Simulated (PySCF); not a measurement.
Species: PH3O.
Geometry (PBE0-D3(BJ)/def2-TZVP, Å), atoms numbered from 1 in this order:
```
atom  x, y, z in Å
O1     1.0713   -0.8568    0.7356
P2     0.2384    0.0285   -0.0982
H3    -0.7324    0.8134    0.5699
H4     0.9115    1.0172   -0.8560
H5    -0.5531   -0.5869   -1.0983
```

Level: wB97X-D/pcSseg-2 in PySCF, non-relativistic, on one gas-phase PBE0-D3(BJ)/def2-TZVP geometry that isn't relaxed in the solvent. The solvent is an IEF-PCM continuum (van der Waals radii × 1.2). Specific hydrogen bonds and non-electrostatic terms are outside this model.

Gas phase at wB97X-D/pcSseg-2: HOMO -10.31 eV, LUMO 1.83 eV, dipole 3.87 D.

Problem. What does the continuum do to the energy, the frontier levels and the dipole at wB97X-D/pcSseg-2 in chloroform?

Solution. 
```json
{"solvent": "chloroform", "ε": "4.711", "E(solvent) − E(gas) (kJ/mol)": "-28.27", "polarisation term (kJ/mol)": "-33.32", "distortion of the solute (kJ/mol)": "5.05", "HOMO (eV)": "-10.34", "LUMO (eV)": "2.12", "dipole (D)": "4.70"}
```

Polarisation term: ½ Σ q·V over the induced surface charges. Distortion: the rise of the solute's own energy as its density leaves the gas-phase optimum.

Problem. Which radius a makes the point-dipole formula ΔE = −[(ε − 1)/(2ε + 1)]·μ²/a³ give the value in chloroform, with the gas-phase dipole?

Solution. μ = 1.521 au and |ΔE| = 0.01077 Eh give a = 2.25 Å; the farthest nucleus lies 1.56 Å from the centroid of the nuclei. The formula assumes a rigid point dipole at the centre of a sphere.

Problem. Give the dipole vector in the frame of the coordinates (D, pointing from negative to positive charge), gas and chloroform.

Solution. Gas (-2.18, 2.32, -2.19), solvent (-2.66, 2.82, -2.66). Its length changes by +22 % and its direction by less than 1°.

wB97X-D is run here without its empirical dispersion term; that term would change no orbital, density or response property at a fixed geometry.
